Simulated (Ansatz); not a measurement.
Results of PBE-D3(BJ) (Ansatz, a program for electronic structure, PAW) for graphite.

Numerical settings: plane-wave cutoff 520 eV, 24×24×8 k mesh (along the axes of the cell as run), Fermi–Dirac smearing 0.05 eV, scalar-relativistic PAW data made under PBE.

Cell (relaxed at this level):

```cif
data_C4
_chemical_formula_sum 'C4'
_space_group_name_H-M_alt 'P 1'
_space_group_IT_number 1
_cell_length_a 2.46498
_cell_length_b 2.46498
_cell_length_c 6.74084
_cell_angle_alpha 90.000
_cell_angle_beta 90.000
_cell_angle_gamma 120.000
loop_
_space_group_symop_operation_xyz
  'x, y, z'
loop_
_atom_site_label
_atom_site_type_symbol
_atom_site_fract_x
_atom_site_fract_y
_atom_site_fract_z
_atom_site_occupancy
C1 C 0.00000 0.00000 0.25000 1
C2 C 0.00000 0.00000 0.75000 1
C3 C 0.33333 0.66667 0.25000 1
C4 C 0.66667 0.33333 0.75000 1
```

Task: Give the computed bulk modulus.

Result: 
bulk modulus: 31.4 GPa

The run finds no gap.

Measured, for comparison: bulk modulus 33.8 ± 0.3 GPa (room temperature, no zero-point or thermal correction, our sources range from 33.8 to 35.8; as tabulated in Ouyang et al. (2019), arXiv:1912.06187). Computed (rounded) less measured: bulk modulus -7 % (-7 % to -12 % over the range).

Note: the bulk modulus comes from volumes at which shape and atoms were relaxed.

Computed values are for the static lattice.

Cost on a shared machine: roughly 3 core-minutes.
